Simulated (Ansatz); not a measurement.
# Volume per atom of some solids

Method: PBE-D3(BJ) (Ansatz, an electronic-structure program, PAW). References are measured values corrected to a static lattice or taken at low temperature (these still hold zero-point motion). The table is a random draw of 8 from 17 solids with such references.

Values in Å³/atom.

| solid | reference | PBE-D3(BJ) | error (%) |
|---|---|---|---|
| hcp Tl | 27.99*¶ | 29.60 | +5.8 |
| hcp Ti | 17.50*¶ | 16.51 | -5.7 |
| hcp Hf | 22.30*¶ | 21.84 | -2.1 |
| wurtzite ZnO | 11.89 | 12.05 | +1.3 |
| hcp Os | 13.85*¶ | 14.01 | +1.2 |
| hcp Ru | 13.45*¶ | 13.44 | -0.1 |
| hcp Sc | 24.77*¶ | 23.47 | -5.2 |
| hcp Cd | 21.01*¶ | 21.35 | +1.6 |

Over these 8 solids the mean error is -0.4 %, the mean absolute error 2.9 % (median 1.8 %), and the worst case hcp Tl at +5.8 %; the value is above the reference in 4 of 8 cases. Over all 17, from unrounded values, the mean error is -1.7 % and the mean absolute error 3.1 % (median 3.2 %). Caveats on values not shown: a distance lies near a switch of the dispersion term, which can move the cell (1).

A star marks references brought to a static lattice; the others are low-temperature values that still hold zero-point motion, which matters most for light elements.

Spin–orbit coupling is left out, also for the solids with elements from indium on (hcp Tl, hcp Hf, hcp Os); its size isn't shown.

¶ marks references of a special kind: hcp Tl, 27.99 Å³/atom (measured, copied from a table, unchecked, extrapolated to 0 K and zero-point effects removed; as tabulated in Lejaeghere et al. (2013), arXiv:1204.2733); hcp Ti, 17.50 Å³/atom (measured, copied from a table, unchecked, extrapolated to 0 K and zero-point effects removed; as tabulated in Lejaeghere et al. (2013), arXiv:1204.2733); hcp Hf, 22.30 Å³/atom (measured, copied from a table, unchecked, extrapolated to 0 K and zero-point effects removed; as tabulated in Lejaeghere et al. (2013), arXiv:1204.2733); hcp Os, 13.85 Å³/atom (measured, copied from a table, unchecked, extrapolated to 0 K and zero-point effects removed; as tabulated in Lejaeghere et al. (2013), arXiv:1204.2733); hcp Ru, 13.45 Å³/atom (measured, copied from a table, unchecked, extrapolated to 0 K and zero-point effects removed; as tabulated in Lejaeghere et al. (2013), arXiv:1204.2733); hcp Sc, 24.77 Å³/atom (measured, copied from a table, unchecked, extrapolated to 0 K and zero-point effects removed; as tabulated in Lejaeghere et al. (2013), arXiv:1204.2733); hcp Cd, 21.01 Å³/atom (measured, copied from a table, unchecked, extrapolated to 0 K and zero-point effects removed; as tabulated in Lejaeghere et al. (2013), arXiv:1204.2733).

Differences are worked out from the printed values.

Ansatz's density-functional and Hartree–Fock values are scalar-relativistic unless marked +SOC, with PAW data made under PBE.

Ansatz's runs of these crystals have no spin polarisation.

Not in this set, of the solids of all kinds but layered and molecular ones with a reference value in our tables and a result at some level: 299 for a reference at room or unstated temperature; 117 for a cell known from the COD alone; 46 for a published cell of unstated conditions; 5 for a high-temperature or high-pressure phase; 3 for no value at PBE-D3(BJ) (not run, a failed fit, an unstable or unbound cell, or a value held back for tests). These can be a level's best or worst cases. At least 150 more with a reference value are held back for tests. Solids without a released value at any level aren't counted. Cubic solids are told by their lattice constant and aren't counted here. The metals Ce to Yb are counted apart.

References as tabulated in Lejaeghere et al. (2013), arXiv:1204.2733; arXiv:1206.3780.
